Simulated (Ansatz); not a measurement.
Born–Oppenheimer molecular dynamics of BH7Si (9 atoms, charge 0, multiplicity 1). It starts from a rough guess of a transition structure, not a stationary point.

Theory: Ansatz 0.2.0, UKS PBE/def2-SVP.

- ensemble: NVE (velocity Verlet)
- time step: 0.5 fs
- steps asked: 150
- starting velocities drawn for: 1000 K
- seed: 126037

First frame:

```xyz
9
Properties=species:S:1:pos:R:3
B -0.246 0.061 -1.156
H -1.049 -1.204 -0.946
H 0.634 -0.262 -1.851
H -1.035 0.873 -1.439
H -0.568 -0.753 -0.213
Si 0.434 0.271 1.003
H 1.128 -0.910 1.543
H -0.667 0.540 1.939
H 1.371 1.385 1.121
```

(1) How far do the bonds stretch over the last three quarters of this one trajectory? (Pairs bonded in most of those frames.)

Results:

(1) 
| bond | mean (Å) | spread (Å) | shortest | longest |
| --- | --- | --- | --- | --- |
| B1–H2 | 1.235 | 0.043 | 1.15 | 1.32 |
| B1–H3 | 1.240 | 0.060 | 1.14 | 1.33 |
| B1–H4 | 1.237 | 0.053 | 1.15 | 1.32 |
| H5–Si6 | 1.610 | 0.098 | 1.41 | 1.76 |
| Si6–H7 | 1.520 | 0.070 | 1.41 | 1.61 |
| Si6–H8 | 1.521 | 0.075 | 1.40 | 1.62 |
| Si6–H9 | 1.507 | 0.060 | 1.41 | 1.59 |

Mean temperature of the second half: 859 K. The conserved energy stayed within 0.26 meV per atom of its start (net change 0.25 meV per atom), so the integration is sound. A run of 0.075 ps of so small a system gives no equilibrium averages. The orbitals stay closed-shell, which can raise the energy where a bond breaks towards radicals; this wasn't checked here.

Run time: 6.1 min on 1 thread of Arm Neoverse V1, on a shared host, peak memory 0.12 GiB.
